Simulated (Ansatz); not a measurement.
# CH8OSi: the cost of one run

Program: Ansatz 0.2.0. Level of theory: RHF/def2-SVP. These are calculated values, not measurements.

## (1) Starting point

Bond lengths: Si1–O2 2.030 Å, O2–C3 1.420 Å, C3–H4 1.110 Å, C3–H5 1.110 Å, C3–H6 1.110 Å, Si1–H7 1.460 Å, Si1–H8 1.459 Å, Si1–H9 1.459 Å. Angles: Si1–O2–C3 125.0°, O2–Si1–H7 109.5°, O2–Si1–H8 109.5°, O2–Si1–H9 109.5°, H7–Si1–H8 109.5°, H7–Si1–H9 109.5°, H8–Si1–H9 109.5°, O2–C3–H4 109.5°, O2–C3–H5 109.5°, O2–C3–H6 109.5°, H4–C3–H5 109.4°, H4–C3–H6 109.4°, H5–C3–H6 109.4°.

Structure file:

```xyz
11

Si    0.0000    0.0000    0.0000
O     0.0000    0.0000    2.0300
C    -1.1112   -0.3437    2.8445
H    -1.8140   -0.9775    2.2643
H    -0.7584   -0.9037    3.7356
H    -1.6313    0.5809    3.1712
H     1.3768    0.0000   -0.4862
H    -0.6877    1.1914   -0.4862
H    -0.6877   -1.1914   -0.4862
H     0.9186   -1.3949    0.5550
H     0.7199   -1.0931    1.4744
```

## (2) A restrained relaxation towards end A

Springs on the bonds that form and break draw the guess towards this end; the thresholds are loose.

Input file input.yaml:

```yaml
crystal:
  periodic: [false, false, false]
  atoms:
    - { symbol: Si, position_ang: [0.0, 0.0, 0.0] }
    - { symbol: O, position_ang: [0.0, 0.0, 2.03] }
    - { symbol: C, position_ang: [-1.1112, -0.3437, 2.8445] }
    - { symbol: H, position_ang: [-1.814, -0.9775, 2.2643] }
    - { symbol: H, position_ang: [-0.7584, -0.9037, 3.7356] }
    - { symbol: H, position_ang: [-1.6313, 0.5809, 3.1712] }
    - { symbol: H, position_ang: [1.3768, 0.0, -0.4862] }
    - { symbol: H, position_ang: [-0.6877, 1.1914, -0.4862] }
    - { symbol: H, position_ang: [-0.6877, -1.1914, -0.4862] }
    - { symbol: H, position_ang: [0.9186, -1.3949, 0.555] }
    - { symbol: H, position_ang: [0.7199, -1.0931, 1.4744] }
basis:
  gaussian: { orbitals: def2-SVP }
hamiltonian:
  xc: hf
relax:
  f_tol: 0.15
  max_steps: 25
  restrain:
    - { distance: [0, 9], at: 2.66, k: 30.0 }
    - { distance: [10, 1], at: 2.21, k: 30.0 }
    - { distance: [0, 1], at: 1.68, k: 30.0 }
    - { distance: [10, 9], at: 0.66, k: 30.0 }
```

On the command line:

```bash
$ ansatz run input.yaml --threads 1 --pin off --max-ram 2048MiB --backend cpu --events-out ev --progress --plain --runs-dir out
```

Q: Estimate wall time and peak memory on 1 thread of Arm Neoverse V1, shared host.

About 11 s, with a peak of 0.14 GiB.
